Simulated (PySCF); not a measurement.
Compound: CH₅BO.
Bonds: B1–O2, O2–C3. Hydrogens: H4, H5 on B1; H6, H7, H8 on C3.

The calculation used core-valence-separated Tamm–Dancoff BHandHLYP/aug-pcX-1 (pcseg-1 on H) in PySCF, non-relativistic, gas phase, PBE0-D3(BJ)/def2-SVP geometry. No shift to experiment was applied.

What does the B 1s absorption edge look like?

| E (eV) | f | core hole on | main final orbital |
| --- | --- | --- | --- |
| 187.00 | 0.0827 | B1 | LUMO (62 %) |
| 191.40 | 0.0101 | B1 | LUMO+3 (36 %) |
| 191.85 | 0.0055 | B1 | LUMO+2 (85 %) |
| 191.95 | 0.0128 | B1 | LUMO+3 (55 %) |
| 192.37 | 0.0204 | B1 | LUMO/LUMO+4 (2 roots, f summed) |
| 193.07 | 0.0050 | B1 | LUMO+8 (42 %) |

The first line with a tenth or more of the strongest one's intensity is at 187.00 eV (f = 0.083), with the hole on B1 (three-coordinate boron). It is also the strongest listed.

Give energies, oscillator strengths and core holes at the C K edge.

```csv
E (eV),f,core hole on,main final orbital
286.79,0.0318,C3,LUMO+1 (49 %)
287.06,0.0062,C3,LUMO (89 %)
287.27,0.0097,C3,LUMO+1 (38 %)
287.78,0.0367,C3,LUMO+2 (30 %)
287.98,0.0331,C3,LUMO+5 (59 %)
289.19,0.0039,C3,LUMO+3 (66 %)
289.33,0.0082,C3,LUMO+2 (38 %)
```

The first line with a tenth or more of the strongest one's intensity is at 286.79 eV (f = 0.032), with the hole on C3 (methoxy carbon). The strongest listed is at 287.78 eV (f = 0.037; C3).

What does the O 1s absorption edge look like?

| E (eV) | f | core hole on | main final orbital |
| --- | --- | --- | --- |
| 531.49 | 0.0262 | O2 | LUMO (74 %) |
| 534.09 | 0.0164 | O2 | LUMO+4 (40 %) |
| 534.34 | 0.0058 | O2 | LUMO+1 (82 %) |
| 535.38 | 0.0020 | O2 | LUMO+2 (72 %) |
| 535.55 | 0.0012 | O2 | LUMO+3 (80 %) |
| 535.64 | 0.0008 | O2 | LUMO+5 (74 %) |
| 536.17 | 0.0042 | O2 | LUMO+6 (85 %) |

The first line with a tenth or more of the strongest one's intensity is at 531.49 eV (f = 0.026), with the hole on O2 (boron-bound oxygen). It is also the strongest listed.

Roots within 0.03 eV whose holes lie on the same, on equivalent or on shared atoms are summed into one line, and the highest roots are left out, as the search may have cut off their partners. Final orbitals are the ground state's empty Kohn–Sham orbitals.

What are the wavelength and the wavenumber of the 187.00 eV line?

λ = 12398.42 eV Å/187.00 eV = 66.302 Å; 1.5083 × 10⁶ cm⁻¹.

Only the lowest roots of each edge were sought.

Hardware: one thread, Intel Xeon Platinum 8488C (x86_64), on a shared host. Cost: 3.6 s of wall time, 0.47 GiB resident at most.

One conformer stands for the species.
